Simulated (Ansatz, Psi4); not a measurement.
# Computed against measured: dipole moment

10 molecules; the dipole moment in D, computed less measured. Shapes, held fixed at every level: PBE0-D4/def2-TZVP. No vibrational averaging. Dipoles are compared by magnitude; molecules under 1 D, whose direction can flip, are left out. Programs: Ansatz 0.2.0, Psi4 1.11. Measured values: NIST CCCBDB.

Levels: A = PBE-D4/def2-TZVPP; B = r2SCAN-D4/def2-TZVPP; C = PBE0-D4/def2-TZVP (density fitting).

| molecule | measured | A | B | C |
| --- | --- | --- | --- | --- |
| HCl (hydrogen chloride) | 1.08 | +0.09 | +0.14 | +0.18 |
| HF (hydrogen fluoride) | 1.82 | -0.02 | +0.02 | +0.11 |
| H2O (water) | 1.85 | +0.04 | +0.08 | +0.22 |
| H2CO (formaldehyde) | 2.33 | -0.21 | -0.10 | -0.02 |
| NH3 (ammonia) | 1.47 | +0.10 | +0.12 | +0.23 |
| CH3Cl (chloromethane) | 1.87 | -0.05 | +0.05 | +0.05 |
| CH3F (fluoromethane) | 1.85 | -0.18 | -0.12 | -0.06 |
| CH4O (SMILES CO) | 1.70 | -0.14 | -0.10 | -0.03 |
| CH4S (methanethiol) | 1.52 | +0.01 | +0.08 | +0.08 |
| CH5N (methylamine) | 1.31 | -0.06 | -0.03 | +0.04 |

(1) Sum up the errors.

## Answers

(1) 
```csv
level,kind,mean error,mean absolute error,worst case
PBE-D4/def2-TZVPP,GGA,-0.042,0.090,H2CO
r2SCAN-D4/def2-TZVPP,meta-GGA,+0.014,0.084,HCl
PBE0-D4/def2-TZVP (density fitting),global hybrid,+0.080,0.102,NH3
```

On this set r2SCAN-D4/def2-TZVPP has the smallest mean absolute error and PBE0-D4/def2-TZVP (density fitting) the largest. Without NH3 the largest would be that of PBE-D4/def2-TZVPP. PBE0-D4/def2-TZVP (density fitting) is too high in 7 of 10. The tabulated value of HCl is in doubt (older tables, estimates, or at odds with other calculations) and kept here. Over the 9 molecules whose values aren't doubted the mean absolute errors are A 0.090; B 0.078; C 0.093. The smallest two are near a tie. The largest two are near a tie. The set is small.
